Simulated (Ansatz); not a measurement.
Input file for Ansatz (a first-principles code): R-CCSD(T)/cc-pV(T+d)Z on CH6Si (SMILES C[SiH3]), atoms moved off the minimum. Files ending in .json are basis or fitting sets from the Basis Set Exchange.

Ansatz 0.2 input:
```yaml
crystal:
  periodic: [false, false, false]
  atoms:
    - {symbol: Si, position_ang: [-0.55442436, 0.16017607, -0.10480834]}
    - {symbol: C, position_ang: [1.21944024, -0.16468822, -0.01904737]}
    - {symbol: H, position_ang: [-1.09246946, -0.77093657, -0.85156912]}
    - {symbol: H, position_ang: [-0.86891458, 1.53187013, -0.37452703]}
    - {symbol: H, position_ang: [-1.27873732, -0.14598345, 1.18907120]}
    - {symbol: H, position_ang: [1.39001505, -1.23350114, 0.30424001]}
    - {symbol: H, position_ang: [1.64687021, 0.61013200, 0.73460048]}
    - {symbol: H, position_ang: [1.56438457, 0.11627816, -0.89707895]}
basis:
  gaussian:
    orbitals: cc-pV_T+d_Z.json
magnetization: {spin_polarized: false}
correlation: {method: ccsd_t, electrons: outside_noble_gas}
scf: {lower_state_search: off}
output: {forces: true}
```

Question: Predict the final total energy.

Answer: -330.6571 hartree (reference determinant -330.2873, T1 diagnostic 0.010).

Question: How many basis functions does it have, and what does it roughly cost on one machine?

Answer: 153 functions; about 70 core-seconds (a rough figure).
